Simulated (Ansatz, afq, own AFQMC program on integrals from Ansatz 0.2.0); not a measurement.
# Where AFQMC and coupled cluster stand for WO, singlet

```yaml
atoms:
  - { symbol: W, position_ang: [0.0000, 0.0000, 0.0000] }
  - { symbol: O, position_ang: [0.0000, 0.0000, 1.4800] }
```

Basis def2-SVP with its core potentials. Only valence electrons are correlated. Ansatz 0.2.0 and our own AFQMC program on the same integrals; the CISD trial comes from CCSD amplitudes, and released means the phaseless constraint is let go. ± is one standard error of the sampling. No spin–orbit coupling. The metal's outer-core s and p shells are frozen, which shifts wave-function levels against functionals.

Determinant: RHF, the one that the program's search chose, which needn't be the lowest solution. The geometry is a point of a scan.

No full CI on the walks' own integrals is used here; CCSDT(Q) serves as the reference and is uncertain by about the last step of the cluster series.

Cautions: no spin-orbit coupling; outer-core shells of the metal frozen; higher spins were not checked; restricted determinant unstable towards unrestricted (UHF 742 meV lower, ⟨S²⟩ 1.00); CCSDT(Q) on the UHF determinant differs (790 meV lower), perhaps since the unrestricted series falls towards higher spin.

The T1 diagnostic is 0.0265, the weight of the determinant in the CISD state is 0.852 and the size of the correlated space is 12 electrons in 41 orbitals.

```json
{"level": "MP2", "correlation energy (eV)": "-9.1936"}
{"level": "CCSD", "correlation energy (eV)": "-8.9192"}
{"level": "CCSD(T)", "correlation energy (eV)": "-9.3437"}
```

Problem. Estimate where phaseless AFQMC with a CISD trial lies against CCSD(T) on the same integrals.

Solution. 3.9 ± 2.5 kJ/mol below CCSD(T). The gap is under twice the noise, so this walk alone can't tell the two apart.

Reference: CCSDT(Q), correlation energy -9.388 eV. The released energy is read at 2.00 1/Eh, later times being too noisy (meV from the phaseless value at times in 1/Eh: -55 ± 32 at 0.60, -89 ± 38 at 1.20, 40 ± 52 at 2.00, -28 ± 68 at 3.00, -24 ± 81 at 4.20).

```
         level  E − E(reference) (kJ/mol)  share of correlation (%)
       CCSD(T)                        4.3                     99.53
         CCSDT                        2.9                     99.68
 ph-AFQMC/CISD                  0.4 ± 2.5                     99.95
released AFQMC                  4.2 ± 5.0                     99.53
```

A walk keeps the symmetry of its determinant, which the program's search chose and which needn't be the lowest solution, so a lower state of the same spin and another symmetry isn't excluded. Released energies are given only where the last usable release times agree within the noise; a slower fall can still hide under it.
